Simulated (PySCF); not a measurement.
Gas-phase reaction: 2 SiH + 3 CH₃SiH₂ ⇌ 3 H₂CSiH₂ + Si₂H₅

Computed with PySCF (xtb for GFN2) and rigid-rotor harmonic-oscillator thermochemistry at 1 bar. † marks an energy on the PBE0/def2-TZVP geometry and frequencies; other levels use their own. MP2 and CCSD(T) freeze the core. 6-31G* has spherical d functions here. Open shells (unrestricted): SiH (multiplicity 2, electronic degeneracy 4), CH₃SiH₂ (multiplicity 2), Si₂H₅ (multiplicity 2); the rest are closed-shell singlets. GFN2 has no spin-polarisation term. Spin-orbit splitting is ignored; it lowers the true energy and changes the entropy of SiH. CH₃SiH₂, H₂CSiH₂, Si₂H₅: computed as isolated molecules; such fragments, hydroxides, amides, oligomers or adducts are transient or little studied in the gas. MP2 isn't extrapolated to the basis-set limit; its ΔH°(298 K) is -311.7 kJ in def2-SVP and -362.2 kJ in def2-TZVPP. CCSD(T) isn't extrapolated to the basis-set limit; its ΔH°(298 K) is -309.6 kJ in def2-SVP and -345.7 kJ in def2-TZVPP. The harmonic model lacks anharmonicity and excited electronic states, which grow with temperature; levels with a mode under 35 cm⁻¹ are left out. Internal rotation in CH₃SiH₂, Si₂H₅ is treated as a harmonic vibration of one conformer, which makes the entropy rough.

```
level              ΔE electronic, kJ  ΔH°(298 K), kJ  ΔS°(298 K), J/K  ΔG°(1600 K), kJ
-----------------  -----------------  --------------  ---------------  ---------------
CCSD(T)/def2-SVP†               -295            -310             -173              -50
GFN2-xTB                        -477            -501             -161             -273
HF/6-31G*                        -71             -85             -178              186
M06-2X/def2-TZVP†               -308            -322             -173              -62
MP2/def2-SVP†                   -298            -312             -173              -52
PBE/def2-SVP                    -330            -344             -169              -92
PBE0/def2-QZVP†                 -305            -319             -173              -60
LDA/def2-TZVP†                  -415            -429             -173             -169
```
ΔH° is lowest at GFN2-xTB and highest at HF/6-31G*. No reference value is set beside these.
